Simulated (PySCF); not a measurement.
Two probes of the same atoms: core binding energy and nuclear shielding

Compound: 2-methylthiophene, C₅H₆S.
Cartesian coordinates in Å at the GFN2-xTB level; atoms count from 1:
```
atom  x, y, z in Å
C1    -1.9900    0.1919    0.0128
C2    -0.5032    0.1608    0.0235
C3     0.3258   -0.8970   -0.1740
C4     1.6975   -0.5581   -0.0920
C5     1.8930    0.7565    0.1677
S6     0.4061    1.6111    0.3183
H7    -2.3757    0.5351    0.9726
H8    -2.3557    0.8739   -0.7545
H9    -2.3809   -0.8031   -0.1871
H10   -0.0272   -1.8933   -0.3741
H11    2.4956   -1.2673   -0.2210
H12    2.8159    1.2889    0.2819
```

Binding energies: PySCF, delta-SCF UKS SCAN, pcX-2 on the ionised atom, pcseg-1 elsewhere, spin-free X2C. Shieldings: GIAO PBE0/pcSseg-1, non-relativistic, same geometry.

```csv
atom,isotropic shielding (ppm)
C1,168.5
C2,35.9
C3,57.7
C4,56.5
C5,54.0
```

Task: What are the C 1s binding energies of these atoms?

Result: 
| atom | environment | C 1s (eV) | isotropic shielding (ppm) |
| --- | --- | --- | --- |
| C3 | aromatic CH carbon | 290.01 | 57.7 |
| C4 | aromatic CH carbon | 290.13 | 56.5 |
| C5 | aromatic CH next to a ring sulfur | 290.36 | 54.0 |
| C2 | substituted aromatic carbon | 290.63 | 35.9 |
| C1 | benzylic-type carbon | 290.97 | 168.5 |

Task: Among the listed atoms, is the one with the highest binding energy also the least shielded?

Result: No. The highest binding energy is at C1 (290.97 eV, shielding 168.5 ppm), the lowest shielding at C2 (35.9 ppm, 290.63 eV).

By binding energy: C3 < C4 < C5 < C2 < C1. By shielding: C2 < C5 < C4 < C3 < C1.

Geometry: GFN2-xTB; no solvent, vibrations or thermal averaging.
